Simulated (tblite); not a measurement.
C₄H₇NS (charge +1 and doublet state).
Atom-mapped SMILES: `[H]/[N:1]=[C:2]1/[CH2:3][CH2:4][C@@H:5]1[SH+:6]` (hydrogens: H7 on N1; H8, H9 on C3; H10, H11 on C4; H12 on C5; H13 on S6)

Structure optimised with GFN2-xTB, isolated species. This method treats the open shell by occupation alone, without spin polarisation.

**Question.** List the bond lengths, angles and torsions at this level.

**Answer.** 
```
  bond  length (Å)
 N1=C2       1.216
 C2–C3       1.484
 C3–C4       1.541
 C4–C5       1.528
 C5–S6       1.771
 C2–C5       1.600
 N1–H7       1.008
 C3–H8       1.090
 C3–H9       1.090
C4–H10       1.088
C4–H11       1.088
C5–H12       1.092
S6–H13       1.344
```

A selection of angles:
```
     angle  degrees
  C2–N1–H7    131.3
  N1–C2–C3    135.5
  N1–C2–C5    134.7
  C3–C2–C5     89.8
  C2–C3–C4     91.7
  C2–C3–H8    112.6
  C2–C3–H9    112.3
  C4–C3–H8    115.6
  C4–C3–H9    115.5
  H8–C3–H9    108.3
  C3–C4–C5     90.5
 C3–C4–H10    113.9
 C3–C4–H11    114.7
 C5–C4–H10    114.4
 C5–C4–H11    113.7
H10–C4–H11    108.9
  C4–C5–S6    121.3
 C4–C5–H12    115.6
 S6–C5–H12    107.9
  C2–C5–C4     87.9
  C2–C5–S6    115.7
 C2–C5–H12    106.5
 C5–S6–H13     97.4
```

Dihedral angles: N1–C2–C3–C4 -178° (antiperiplanar); C2–C3–C4–C5 -3° (synperiplanar); C3–C4–C5–S6 122° (anticlinal); N1–C2–C5–C4 178° (antiperiplanar); H7–N1–C2–C3 180° (antiperiplanar); H13–S6–C5–C4 -17° (synperiplanar).

The C–C distances run from 1.484 Å (C2–C3, drawn single) to 1.600 Å (C2–C5, drawn single), a spread of 0.116 Å. N1 (nitrogen bonded to C and H) is bent (angle 131.3°). C2 (carbon bonded to 2 C and N) is planar (angles 135.5°, 134.7° and 89.8°, sum 360.0°, 0.01 Å off the plane of its three neighbours). The 4-membered ring C2–C3–C4–C5 has internal angles of 87.9° to 91.7°; it is almost planar, 0.02 Å rms from its mean plane, widest ring torsion 3°. Of the pairs four or more bonds apart, H10···H13 is among the closest relative to their van der Waals radii: 2.34 Å, 97 % of the sum of Bondi's values.

Point group: C1 (no symmetry element, even within 0.4 Å). Its GFN2-xTB frequencies are all real (lowest 77 cm⁻¹). Torsions: C4–C5–S6–H -17°. 2 starts were optimised and ended at 0.00 and 1.01 kcal/mol (GFN2-xTB); the lowest of these is shown.

One conformer stands for the species.

The numbers are calculated, not measured.
